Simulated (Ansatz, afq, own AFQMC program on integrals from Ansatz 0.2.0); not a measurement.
Integrals from Ansatz 0.2.0, then the random walk in our own AFQMC program (afq).

```yaml
crystal:
  periodic: [false, false, false]
  atoms:
    - {symbol: Ge, position_ang: [-0.028829, 0.000000, 0.253578]}
    - {symbol: B, position_ang: [0.133521, -0.000001, -1.626959]}
    - {symbol: H, position_ang: [0.414348, 1.276988, 0.971352]}
    - {symbol: H, position_ang: [0.414348, -1.276987, 0.971353]}
    - {symbol: H, position_ang: [-0.183192, -0.000001, -2.767032]}
basis:
  gaussian: {orbitals: cc-pVDZ}
magnetization: {spin_polarized: true, initial_magnetization: 2}
correlation: {method: ccsd_t, electrons: outside_noble_gas, hamiltonian_folder: ham}
```

```sh
$ ansatz run in.yaml --threads 1 --pin off --events-out ev --progress --plain --max-ram 1843MiB
```

Options of the walk:

```
--method free --trial cisd --walkers 60 --time-step 0.03 --max-blocks 80 --target-error 0.00038 --factor-cut 1e-05 --seed 5969 --times 0,0.21,0.42,0.81,1.2,1.8,2.4,3 --taylor-order 8
```

Times are imaginary, in 1/Eh. The walk had a cap of 1573 s. Filled inner d shells are frozen with the cores.

Log:

```
orbitals 41  electrons 6 4  factors 336 of 590
reference energy -2101.64005869 Eh
CCSD correlation -0.18048435 Eh in 12 cycles, weight of the determinant in the CISD state 0.8896
repeat  energy at the last time / Eh  error
    10  -2101.827217  0.001070
    20  -2101.826877  0.000776
    30  -2101.826781  0.000549
    40  -2101.826388  0.000435
    50  -2101.826341  0.000370
time / (1/Eh)  energy / Eh  error  mean overlap
  0.00  -2101.820623  0.000122  1.1245
  0.21  -2101.822865  0.000127  1.1215
  0.42  -2101.824028  0.000133  1.1261
  0.81  -2101.825288  0.000170  1.1208
  1.20  -2101.825855  0.000196  1.1166
  1.80  -2101.826663  0.000263  1.1080
  2.40  -2101.826099  0.000303  1.1369
  3.00  -2101.826350  0.000362  1.1123
energy -2101.826350 +/- 0.000362 Eh
```

The run passed its tests (error under three times the target), which doesn't prove that it has relaxed.

Against this walk (error 9.9 meV) on the same determinant: CCSD(T) 31.5 meV higher, CCSDT(Q) 4.7 meV lower (within the noise). The error is statistical, and a free projection of finite length keeps a remainder of its start.

Cautions: remainder of the start not in the error; no relativity below Rb; no spin-orbit coupling; inner d shell frozen; another spin lies lower.

The walk took 3.3 min on 1 thread of Arm Neoverse V1, on a shared host. The log's last line is the free-projection energy.

CCSDT and higher add their correlation energy to the determinant of the CCSD(T) run, since their own runs factorise the integrals more tightly (a shift of under 2 meV). A walk keeps the symmetry of its determinant, which the program's search chose and which needn't be the lowest solution, so a lower state of the same spin and another symmetry isn't excluded.
